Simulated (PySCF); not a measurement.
Record of a relaxation.

Species: 1-fluoropentane, C5H11F.
Atom-mapped SMILES: `[CH3:1][CH2:2][CH2:3][CH2:4][CH2:5][F:6]` (hydrogens: H7, H8, H9 on C1; H10, H11 on C2; H12, H13 on C3; H14, H15 on C4; H16, H17 on C5)

Method: PySCF 2.14.0, PBE0-D3(BJ)/def2-SVP geometry optimisation, gas phase; density fitting, grid level 2; the optimiser is geomeTRIC in internal coordinates, started from a GFN2-xTB structure. The frame can shift and turn from step to step; on so coarse a grid that alone can change the energy by a few meV, and forces under 0.02 eV/Å are noise.

Step 0: E = -8066.8254 eV, largest atomic force 1.114 eV/Å
```
atom  x, y, z in Å  |  force x, y, z in eV/Å
C1      2.537    0.161   -0.164   -0.472  -0.306   0.412
C2      1.256   -0.339    0.490    0.081   0.497  -0.730
C3      0.014    0.145   -0.253   -0.046  -0.560   0.827
C4     -1.276   -0.376    0.380   -0.160   0.657  -0.886
C5     -2.513    0.180   -0.310    0.227   0.213   0.466
F6     -2.606    1.538   -0.112    0.151   0.227   0.071
H7      2.610   -0.201   -1.188    0.098  -0.115  -0.450
H8      3.408   -0.186    0.386    0.441  -0.098   0.152
H9      2.556    1.248   -0.184    0.064   0.477  -0.050
H10     1.217    0.010    1.524   -0.053   0.026   0.396
H11     1.262   -1.432    0.511   -0.023  -0.378   0.111
H12    -0.007    1.236   -0.251   -0.040   0.363  -0.088
H13     0.065   -0.186   -1.293    0.009  -0.031  -0.402
H14    -1.313   -1.465    0.317   -0.002  -0.404   0.058
H15    -1.308   -0.094    1.434   -0.077   0.007   0.373
H16    -3.432   -0.255    0.096   -0.196  -0.296   0.009
H17    -2.475    0.027   -1.394   -0.004  -0.280  -0.271
```

Step 1: E = -8066.8784 eV, largest atomic force 0.173 eV/Å
```
atom  x, y, z in Å  |  force x, y, z in eV/Å
C1      2.498    0.172   -0.172    0.058   0.044  -0.070
C2      1.210   -0.330    0.454   -0.043  -0.094   0.138
C3     -0.038    0.143   -0.274   -0.008   0.083  -0.146
C4     -1.337   -0.384    0.314    0.017  -0.046   0.164
C5     -2.570    0.177   -0.351    0.005  -0.033  -0.125
F6     -2.617    1.544   -0.197   -0.015  -0.033  -0.004
H7      2.597   -0.179   -1.214    0.006   0.019   0.035
H8      3.385   -0.175    0.380   -0.026   0.004  -0.005
H9      2.528    1.274   -0.194    0.004  -0.034  -0.001
H10     1.156   -0.003    1.509    0.003  -0.028  -0.052
H11     1.216   -1.436    0.484    0.005   0.053   0.003
H12    -0.072    1.248   -0.273   -0.002  -0.060   0.000
H13     0.023   -0.156   -1.339   -0.001   0.029   0.051
H14    -1.371   -1.487    0.242   -0.019   0.062  -0.002
H15    -1.385   -0.143    1.393    0.012  -0.025  -0.060
H16    -3.490   -0.255    0.081    0.020   0.027   0.019
H17    -2.564   -0.047   -1.435   -0.015   0.031   0.056
```

Step 2: E = -8066.8796 eV, largest atomic force 0.030 eV/Å
```
atom  x, y, z in Å  |  force x, y, z in eV/Å
C1      2.499    0.172   -0.171    0.009   0.007  -0.007
C2      1.208   -0.332    0.452   -0.004  -0.011   0.015
C3     -0.038    0.145   -0.279    0.002   0.006  -0.029
C4     -1.335   -0.382    0.316   -0.001   0.003   0.022
C5     -2.570    0.175   -0.351   -0.010  -0.015  -0.013
F6     -2.620    1.542   -0.204    0.003   0.016  -0.004
H7      2.603   -0.173   -1.212   -0.002  -0.001   0.004
H8      3.384   -0.177    0.384    0.001  -0.001   0.002
H9      2.530    1.274   -0.188   -0.002  -0.002   0.004
H10     1.153   -0.010    1.507    0.000  -0.001  -0.005
H11     1.215   -1.437    0.480    0.004   0.005  -0.008
H12    -0.071    1.248   -0.276    0.003  -0.003   0.007
H13     0.023   -0.152   -1.342   -0.003   0.000   0.009
H14    -1.372   -1.483    0.247    0.001   0.000  -0.006
H15    -1.380   -0.139    1.392   -0.004   0.001  -0.010
H16    -3.487   -0.253    0.089   -0.001  -0.001   0.009
H17    -2.571   -0.052   -1.433    0.005  -0.004   0.009
```

Step 3: E = -8066.8798 eV, largest atomic force under 0.02 eV/Å
```
atom  x, y, z in Å  |  force x, y, z in eV/Å
C1      2.500    0.173   -0.170   -0.003   0.001   0.004
C2      1.208   -0.334    0.450    0.002   0.003  -0.007
C3     -0.038    0.145   -0.281    0.001  -0.004   0.006
C4     -1.335   -0.380    0.316    0.000   0.009  -0.004
C5     -2.571    0.174   -0.351   -0.001  -0.005   0.004
F6     -2.620    1.542   -0.211    0.001   0.004  -0.003
H7      2.605   -0.168   -1.212   -0.001  -0.002  -0.003
H8      3.383   -0.178    0.385    0.002  -0.001   0.001
H9      2.530    1.274   -0.181    0.000   0.003   0.002
H10     1.152   -0.015    1.506   -0.003   0.001   0.005
H11     1.215   -1.439    0.474    0.002  -0.005  -0.006
H12    -0.070    1.248   -0.276    0.004   0.005   0.003
H13     0.022   -0.151   -1.344   -0.004  -0.004  -0.003
H14    -1.372   -1.481    0.249    0.005  -0.006  -0.003
H15    -1.378   -0.135    1.392   -0.003   0.002   0.005
H16    -3.487   -0.251    0.094   -0.001   0.003   0.003
H17    -2.573   -0.058   -1.431   -0.001  -0.005  -0.004
```

Problem. Summarise the path.

Solution. The energy falls by 1.26 kcal/mol from step 0 to step 3; nine tenths of that is first reached at step 1. It falls at every step. The largest force goes from 1.114 to under 0.02 eV/Å. Among the bonds C1–H9 changes most (a near tie, within 0.001 Å, with another), from 1.088 to 1.102 Å; the atoms move by 0.040 Å rms after alignment.

Problem. Follow the three bonds and two angles with the largest change from start to end.

Solution. 
```csv
step,E above end (kcal/mol),largest force (eV/Å),C1–H9 (Å),C1–H7 (Å),C1–H8 (Å),H10–C2–H11 (°),H14–C4–H15 (°)
0,1.26,1.114,1.088,1.088,1.087,107.6,108.2
1,0.03,0.173,1.103,1.103,1.101,105.6,106.2
2,0.00,0.030,1.102,1.102,1.100,105.6,106.2
3,0.00,under 0.02,1.102,1.102,1.100,105.6,106.2
```

The cost below is that of the whole optimisation. The run took 22 s on Intel Xeon 6975P-C, one thread, shared host, and the process peaked at 0.69 GiB of memory.
